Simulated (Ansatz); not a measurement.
We consider hematite (α-Fe2O3), described by PBEsol (PAW; Ansatz, an electronic-structure program).

Numerical settings: plane-wave cutoff 930 eV, 8×8×8 k mesh, spin-polarised with opposed moments, scalar-relativistic PAW data made under PBE.

Computed at the level's own relaxed cell.

Hill averages of the elastic tensor: K = 174.6 GPa, G = 75.6 GPa. Volume 9.531 Å³/atom, mean atomic mass 31.938 u.

### Question
Work out the density, the sound velocities of a polycrystal and the elastic Debye temperature at this level.

### Answer
ρ = 1.66054 × 31.938/9.531 = 5.564 g/cm³. v_l = √[(K + 4G/3)/ρ] = 7.035 km/s and v_t = √(G/ρ) = 3.686 km/s. The mean follows from 3/v_m³ = 1/v_l³ + 2/v_t³: v_m = 4.123 km/s. Θ_D = (ħ/k_B) v_m (6π²/V)^(1/3) = 76.38 K Å s/km × 4.123 × 1.8384 Å⁻¹ = 579 K, counting all atoms of the cell.
